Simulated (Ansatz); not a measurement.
# BS (doublet): PBE0, B3LYP over a scan of the distance B1–S2, 6-31G

How well do these functionals follow the top wave-function level for BS (doublet) over a scan of the distance B1–S2?

Computed with Ansatz 0.2.0, Gaussian basis. Level: 6-31G, all electrons in the functionals.

Plan: PBE0, B3LYP, at 1.261 Å; 1.413 Å; 1.608 Å; 1.780 Å; 1.980 Å; 2.196 Å; 2.568 Å; 2.909 Å; 3.515 Å; 4.270 Å; 5.451 Å.

25 further runs of the same task are left out: 2 for a known fault of the program, 14 that didn't finish, 9 set aside as unsound or not needed.

**1. The system**

The geometry derives from a PBE0/def2-TZVP stationary point (not a proven minimum). One bond is set to the value named and the two fragments are kept rigid.

2 atoms, charge 0, spin multiplicity 2.

Atoms are counted from 1 here; the program's logs count them from 0.

Bond lengths: B1–S2 1.608 Å.

No dispersion term is added. B3LYP takes the VWN-RPA correlation.

The geometry shown and the zero of energy belong to the point 1.608 Å. The yardstick, FCI, and other wave-function levels (R restricted, U unrestricted, valence and pair active spaces) come from earlier runs.

**2. PBE0, 1.261 Å**

File in.yaml:

```yaml
crystal:
  periodic: [false, false, false]
  atoms:
    - {symbol: B, position_ang: [0.000000, 0.000000, 0.000000]}
    - {symbol: S, position_ang: [0.000000, 0.000000, 1.261000]}
basis:
  gaussian: {orbitals: 6-31G}
magnetization: {spin_polarized: true, initial_magnetization: 1}
hamiltonian: {xc: {name: PBE0}}
output: {orbitals: {seedname: orbitals}}
```

On the command line:

```bash
$ ansatz run in.yaml --threads 1 --pin off --events-out ev --progress --plain --max-ram 2393MiB
```

After this run come: PBE0, 1.413 Å; PBE0, 1.608 Å; PBE0, 1.780 Å; PBE0, 1.980 Å; PBE0, 2.196 Å; PBE0, 2.568 Å; PBE0, 2.909 Å; PBE0, 3.515 Å; PBE0, 4.270 Å; PBE0, 5.451 Å; B3LYP, 1.261 Å; B3LYP, 1.413 Å; B3LYP, 1.608 Å; B3LYP, 1.780 Å; B3LYP, 1.980 Å; B3LYP, 2.196 Å; B3LYP, 2.568 Å; B3LYP, 2.909 Å; B3LYP, 3.515 Å; B3LYP, 4.270 Å; B3LYP, 5.451 Å.

Q: Predict the results of all the runs planned. Wanted: span of the FCI curve; largest miss, PBE0; largest miss, B3LYP.

As calculated:

| quantity | value |
| --- | --- |
| span of the FCI curve | 6.418 eV |
| largest miss, PBE0 | +0.716 eV (5.451 Å) |
| largest miss, B3LYP | +0.484 eV (5.451 Å) |

What this shows: Of the functionals, B3LYP keep the smallest largest miss at the points compared (at most 0.484 eV) and PBE0 strays most (0.716 eV, at 5.451 Å). PBE0, B3LYP clearly break the spin symmetry at some points (⟨S²⟩ up to 0.96 above the pure value), so energy there is bought with a mixed spin. Functionals and the yardstick converge differently with the basis, so part of each miss in 6-31G is the basis.
